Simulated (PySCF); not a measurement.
Species: C₃H₆OS.
SMILES with atom numbers: `[CH3:1][O:2][C@H:3]1[CH2:4][S:5]1`

Structure used (PBE0-D3(BJ)/def2-SVP), in Å, numbered top down from 1:
```
atom  x, y, z in Å
C1     1.944    0.574    0.073
O2     0.627    0.523    0.552
C3    -0.156   -0.393   -0.076
C4    -1.599   -0.126   -0.097
S5    -0.831    0.006   -1.738
H6     1.960    0.868   -0.992
H7     2.483    1.325    0.665
H8     2.455   -0.401    0.179
H9     0.193   -1.435    0.001
H10   -2.296   -0.959    0.046
H11   -1.911    0.823    0.351
```

NICS = −σ at a ghost point: NICS(0) at the centroid of the ring atoms, NICS(1) 1 Å to either side along the normal of their mean plane, zz for the tensor component along that normal. Level: GIAO PBE0/pcSseg-1 (PySCF, non-relativistic, gas phase) on the PBE0-D3(BJ)/def2-SVP geometry, one conformer.

Ring bond lengths (Å), with Mayer bond orders in brackets: C3–C4 1.468 (0.98), C4–S5 1.817 (0.94), S5–C3 1.837 (0.95).

Problem. What do the NICS probes read (ppm)?

Solution. 
```csv
ring,type,NICS(0),"NICS(1), two faces","NICS(1)zz, two faces",rms pucker (Å),"centre to ring atoms, mean (Å)"
C3–C4–S5,3-membered ring with S; formal bonds all single,-44.9,-9.5 / -7.3,-23.8 / -16.4,0.00,0.99
```

Problem. What can be read from them?

Solution. 
- C3–C4–S5: mean NICS(1)zz -20.1 ppm, shielded. C3, C4 have four or more neighbours, and the NICS criterion for π rings isn't applied. The two faces differ by 7.4 ppm, so no symmetry operation interchanges them. NICS(0) lies 36 ppm below the mean NICS(1).

Problem. How do the values depend on the level or the medium?

Solution. 
| level | NICS(0), C3–C4–S5 | mean NICS(1)zz, C3–C4–S5 |
| --- | --- | --- |
| PBE0/pcSseg-1, gas | -44.9 | -20.1 |
| PBE0/pcSseg-2, gas | -46.6 | -21.1 |

The geometry is the same throughout.
